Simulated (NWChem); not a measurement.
Everything below was run with NWChem. System: hydrogen cyanide (CHN), charge 0, spin multiplicity 1, at a geometry optimised with PBE/def2-SVP. Level: PBE/def2-SVP.

Input file:

```
start mol
memory heap 200 mb stack 800 mb global 1000 mb
geometry units angstroms nocenter noautoz
  C      0.000000     0.000000    -0.505970
  N      0.000000     0.000000     0.661277
  H      0.000000     0.000000    -1.593117
  symmetry group C2v
end
basis spherical
  * library def2-svp
end
dft
  xc xpbe96 cpbe96
  semidirect memsize 60000000 filesize 0
  iterations 100
end
task dft energy
```

Part of the output:

```
             Northwest Computational Chemistry Package (NWChem) 7.3.0
             --------------------------------------------------------

                                NWChem Input Module
                                -------------------

 Scaling coordinates for geometry "geometry" by  1.889725989
 (inverse scale =  0.529177249)

 Turning off AUTOSYM since
 SYMMETRY directive was detected!

                             Geometry "geometry" -> ""
                             -------------------------

 Output coordinates in angstroms (scale by  1.889725989 to convert to a.u.)

  No.       Tag          Charge          X              Y              Z
 ---- ---------------- ---------- -------------- -------------- --------------
    1 C                    6.0000     0.00000000     0.00000000    -0.50597000
    2 N                    7.0000     0.00000000     0.00000000     0.66127700
    3 H                    1.0000     0.00000000     0.00000000    -1.59311700

 Effective nuclear repulsion energy (a.u.)      23.6045764770

            Nuclear Dipole moment (a.u.)
            ----------------------------
        X                 Y               Z
 ---------------- ---------------- ----------------
     0.0000000000     0.0000000000     0.0000037795

      Symmetry information
      --------------------

 Group name             C2v
 Group number             16
 Group order               4
 No. of unique centers     3

      Symmetry unique atoms

     1    2    3


 Summary of "ao basis" -> "" (spherical)
 ------------------------------------------------------------------------------
       Tag                 Description            Shells   Functions and Types
 ---------------- ------------------------------  ------  ---------------------
 *                          def2-svp                  on all atoms

  pbe96 is a nonlocal functional; adding pw91lda local functional.

                                 NWChem DFT Module
                                 -----------------

 Summary of "ao basis" -> "ao basis" (spherical)
 ------------------------------------------------------------------------------
       Tag                 Description            Shells   Functions and Types
 ---------------- ------------------------------  ------  ---------------------
 C                          def2-svp                 6       14   3s2p1d
 N                          def2-svp                 6       14   3s2p1d
 H                          def2-svp                 3        5   2s1p

 Summary of "ao basis" -> "ao basis" (spherical)
 ------------------------------------------------------------------------------
       Tag                 Description            Shells   Functions and Types
 ---------------- ------------------------------  ------  ---------------------
 C                          def2-svp                 6       14   3s2p1d
 N                          def2-svp                 6       14   3s2p1d
 H                          def2-svp                 3        5   2s1p

      Symmetry analysis of basis
      --------------------------

        a1         17
        a2          2
        b1          7
        b2          7

            General Information
            -------------------
          SCF calculation type: DFT
          Wavefunction type:  closed shell.
          No. of atoms     :     3
          No. of electrons :    14
           Alpha electrons :     7
            Beta electrons :     7
          Charge           :     0
          Spin multiplicity:     1
[...]
 ---------------- ----- ----------------- --------- --------- ---------  ------
 d= 0,ls=0.0,diis     1    -93.1663978518 -1.17D+02  4.19D-02  5.02D-01     0.1
 d= 0,ls=0.0,diis     2    -92.6492849620  5.17D-01  3.28D-02  4.57D+00     0.2
 d= 0,ls=0.0,diis     3    -93.2364819971 -5.87D-01  2.75D-03  1.33D-02     0.2
 d= 0,ls=0.0,diis     4    -93.2377264946 -1.24D-03  1.01D-03  1.57D-03     0.2

 !! scf_movecs_sym_adapt:    2 vectors were symmetry contaminated

  Symmetry fudging
 d= 0,ls=0.0,diis     5    -93.2379292614 -2.03D-04  2.75D-04  2.02D-04     0.2
  Resetting Diis
 d= 0,ls=0.0,diis     6    -93.2379568732 -2.76D-05  1.95D-05  1.83D-06     0.3

 !! scf_movecs_sym_adapt:    8 vectors were symmetry contaminated

  Symmetry fudging

 !! scf_movecs_sym_adapt:    2 vectors were symmetry contaminated

 d= 0,ls=0.0,diis     7    -93.2379570686 -1.95D-07  1.66D-06  1.77D-09     0.3

         Total DFT energy =      -93.237957068633
      One electron energy =     -172.154069757410
           Coulomb energy =       67.766167201562
    Exchange-Corr. energy =      -12.454630989827
 Nuclear repulsion energy =       23.604576477043

 Numeric. integr. density =       14.000000557992

     Total iterative time =      0.2s

                  Occupations of the irreducible representations
                  ----------------------------------------------

                     irrep           alpha         beta
                     --------     --------     --------
                     a1                5.0          5.0
                     a2                0.0          0.0
                     b1                1.0          1.0
                     b2                1.0          1.0

                       DFT Final Molecular Orbital Analysis
                       ------------------------------------

 Vector    5  Occ=2.000000D+00  E=-3.237329D-01  Symmetry=a1
              MO Center= -5.3D-15, -1.4D-14,  8.3D-01, r^2= 8.3D-01
   Bfn.  Coefficient  Atom+Function         Bfn.  Coefficient  Atom+Function
  ----- ------------  ---------------      ----- ------------  ---------------
    20      0.494490  2 N  pz                17     -0.416055  2 N  s
    16     -0.320950  2 N  s                 23     -0.248281  2 N  pz
     6      0.246941  1 C  pz                 2      0.204663  1 C  s
    15     -0.154576  2 N  s                 29     -0.113125  3 H  s
     1     -0.089059  1 C  s                 30     -0.084419  3 H  s

 Vector    6  Occ=2.000000D+00  E=-3.227182D-01  Symmetry=b2
              MO Center= -1.3D-30,  1.3D-14,  1.1D-01, r^2= 1.1D+00
   Bfn.  Coefficient  Atom+Function         Bfn.  Coefficient  Atom+Function
  ----- ------------  ---------------      ----- ------------  ---------------
    19     -0.455699  2 N  py                 5      0.429551  1 C  py
    22      0.248542  2 N  py                 8      0.239827  1 C  py
    25     -0.028849  2 N  d -1              11      0.025123  1 C  d -1

 Vector    7  Occ=2.000000D+00  E=-3.227182D-01  Symmetry=b1
              MO Center=  4.1D-15, -3.7D-31,  1.1D-01, r^2= 1.1D+00
   Bfn.  Coefficient  Atom+Function         Bfn.  Coefficient  Atom+Function
  ----- ------------  ---------------      ----- ------------  ---------------
    18     -0.455699  2 N  px                 4      0.429551  1 C  px
    21      0.248542  2 N  px                 7      0.239827  1 C  px
    27      0.028849  2 N  d  1              13     -0.025123  1 C  d  1

 Vector    8  Occ=0.000000D+00  E=-2.556270D-02  Symmetry=b2
              MO Center= -2.1D-32,  2.2D-16, -6.4D-02, r^2= 1.6D+00
   Bfn.  Coefficient  Atom+Function         Bfn.  Coefficient  Atom+Function
  ----- ------------  ---------------      ----- ------------  ---------------
     8      0.609547  1 C  py                22     -0.561713  2 N  py
    19      0.481168  2 N  py                 5      0.468405  1 C  py
    32      0.041034  3 H  py                11     -0.038306  1 C  d -1

 Vector    9  Occ=0.000000D+00  E=-2.556270D-02  Symmetry=b1
              MO Center= -1.2D-16,  1.9D-32, -6.4D-02, r^2= 1.6D+00
   Bfn.  Coefficient  Atom+Function         Bfn.  Coefficient  Atom+Function
  ----- ------------  ---------------      ----- ------------  ---------------
     7      0.609547  1 C  px                21     -0.561713  2 N  px
    18      0.481168  2 N  px                 4      0.468405  1 C  px
    31      0.041034  3 H  px                13      0.038306  1 C  d  1

 Vector   10  Occ=0.000000D+00  E= 3.090327D-02  Symmetry=a1
              MO Center= -2.1D-17, -2.7D-18, -1.8D+00, r^2= 2.0D+00
   Bfn.  Coefficient  Atom+Function         Bfn.  Coefficient  Atom+Function
  ----- ------------  ---------------      ----- ------------  ---------------
    30      1.984889  3 H  s                  3     -1.555263  1 C  s
     9      0.744813  1 C  pz                29      0.272499  3 H  s
     6      0.260543  1 C  pz                 2     -0.245030  1 C  s
    20      0.162221  2 N  pz                16      0.154999  2 N  s
    17     -0.135831  2 N  s                  1      0.129028  1 C  s

 center of mass
 --------------
 x =   0.00000000 y =   0.00000000 z =   0.11072721

 moments of inertia (a.u.)
 ------------------
          41.640671814790           0.000000000000           0.000000000000
           0.000000000000          41.640671814790           0.000000000000
           0.000000000000           0.000000000000           0.000000000000

     Multipole analysis of the density
     ---------------------------------

     L   x y z        total         alpha         beta         nuclear
     -   - - -        -----         -----         ----         -------
     0   0 0 0     -0.000000     -7.000000     -7.000000     14.000000

     1   1 0 0     -0.000000     -0.000000     -0.000000      0.000000
     1   0 1 0     -0.000000     -0.000000     -0.000000      0.000000
     1   0 0 1     -1.085780     -0.542892     -0.542892      0.000004

     2   2 0 0     -8.550084     -4.275042     -4.275042      0.000000
     2   1 1 0     -0.000000     -0.000000     -0.000000      0.000000
     2   1 0 1     -0.000000     -0.000000     -0.000000      0.000000
     2   0 2 0     -8.550084     -4.275042     -4.275042      0.000000
     2   0 1 1     -0.000000     -0.000000     -0.000000      0.000000
     2   0 0 2     -7.205442    -16.342612    -16.342612     25.479781

 Task  times  cpu:        0.3s     wall:        0.3s

 Total times  cpu:        0.3s     wall:        0.3s
```
